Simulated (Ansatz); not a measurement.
dihydrogen (H2), singlet, at the geometry of the source list; MP2/def2-SVP (Ansatz, a program for electronic structure).

Here is a job for Ansatz.
Ansatz 0.2 input:
```yaml
crystal:
  periodic: [false, false, false]
  atoms:
    - {symbol: H, position_ang: [0.00000000, 0.00000000, 0.36858300]}
    - {symbol: H, position_ang: [0.00000000, 0.00000000, -0.36858300]}
basis:
  gaussian:
    orbitals: def2-SVP
correlation: {method: mp2}
magnetization: {spin_polarized: true}
```

Task: Write the output that Ansatz gives for this input, abridged.

Result: 
```
Functional definition: HF
104 factors; integrals over basis functions are off by at most 2.4e-4 eV
mean field evaluation 1: about -30.6457 eV, gradient 2.7e0 eV
mean field evaluation 2: about -30.6451 eV, gradient 2.6e0 eV
mean field evaluation 4: about -30.7178 eV, gradient 2.1e-2 eV
mean field evaluation 8: about -30.7178 eV, gradient 2.9e-7 eV
mean field -30.71781376 eV, -1.1288588345 hartree, gradient 2.9e-7 eV, S^2 0.000000; 0 other end points of the search recorded, 0 dependent functions left out
reference -30.71781376 eV, -1.1288588345 hartree; 1, 1 occupied and 9, 9 virtual orbitals, 104 factors
second order -0.71415083 eV of doubles, -0.00000000 eV of singles
Total energy: -31.43196459 eV, -1.1551033934 hartree
```
